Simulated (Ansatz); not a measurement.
Born–Oppenheimer molecular dynamics of BClH$_{5}$P (8 atoms, charge 0, multiplicity 1). It starts at the highest image of a converged band, a first-order saddle point between two minima.

Computed with RKS BHLYP/def2-SVP (Ansatz 0.2.0).

| Item | Value |
| --- | --- |
| ensemble | NVE (velocity Verlet) |
| time step | 0.5 fs |
| steps asked | 200 |
| starting velocities drawn for | 100 K |
| seed | 7250 |

First frame:

```xyz
8
Properties=species:S:1:pos:R:3
B 0.172 0.299 0.173
H -0.159 -0.445 1.154
Cl 1.680 -0.307 -0.595
H -0.852 0.421 -0.425
P 0.300 2.315 0.906
H 1.626 2.271 1.404
H 0.706 2.594 -0.416
H 0.167 0.581 1.407
```

**Question.** What does the run give?

**Answer.** The run went to its last step.

| Quantity | Value |
| --- | --- |
| steps done | 200 |
| time covered | 100 fs |
| mean temperature over the second half | 1174 K |
| spread of the potential energy over the second half | 11.1 meV per atom |
| mean potential energy of the second half above the start | -104.1 meV per atom |

The conserved energy stayed within 0.034 meV per atom of its start (net change 0.024 meV per atom), so the integration is sound. The kinetic energy rose, since the run started high on the potential surface and went downhill. It ends in pieces (BClH3P + H2), so much of that is their flight and rotation, not heat. A run of 0.1 ps of so small a system gives no equilibrium averages. The orbitals stay closed-shell, which can raise the energy where a bond breaks towards radicals; this wasn't checked here.

**Question.** What happens to the structure?

**Answer.** Between its relaxed ends the band would form B1–P5, H2–H8 and break B1–H2, P5–H8. These pairs go: B1–P5 2.15 → 1.88 Å, H2–H8 1.11 → 0.77 Å, B1–H2 1.27 → 7.70 Å, P5–H8 1.81 → 7.92 Å. In the last frame they stand as after the step (other bonds may differ from the relaxed reactants and products). Also parted: B1–H8 1.27 → 8.03 Å. It ends as BClH3P + H2. Pairs count as bonded within 1.25 times the sum of covalent radii (0.12 Å more for H–H). The details hang on the random start.

**Question.** How do temperature and energy run in time?

**Answer.** 
| time (fs) | T (K) | potential energy less start (eV) | conserved less start (meV/atom) |
| --- | --- | --- | --- |
| 0.0 | 100 | 0.000 | 0.00 |
| 5.0 | 92 | 0.006 | 0.02 |
| 10.0 | 222 | -0.094 | 0.03 |
| 15.0 | 535 | -0.338 | -0.01 |
| 20.0 | 674 | -0.446 | -0.02 |
| 25.0 | 627 | -0.409 | 0.01 |
| 30.0 | 744 | -0.499 | 0.01 |
| 35.0 | 925 | -0.640 | -0.03 |
| 40.0 | 892 | -0.614 | 0.02 |
| 45.0 | 982 | -0.684 | 0.01 |
| 50.0 | 1125 | -0.795 | -0.03 |
| 55.0 | 1131 | -0.799 | 0.01 |
| 60.0 | 1108 | -0.782 | 0.00 |
| 65.0 | 1102 | -0.777 | 0.00 |
| 70.0 | 1194 | -0.849 | 0.03 |
| 75.0 | 1364 | -0.980 | -0.03 |
| 80.0 | 1350 | -0.970 | -0.02 |
| 85.0 | 1222 | -0.870 | 0.02 |
| 90.0 | 1199 | -0.852 | -0.02 |
| 95.0 | 1077 | -0.758 | -0.01 |
| 100.0 | 866 | -0.594 | 0.02 |

The run took 6.2 min on 1 thread of Arm Neoverse V2, on a shared host, peak memory 0.16 GiB.
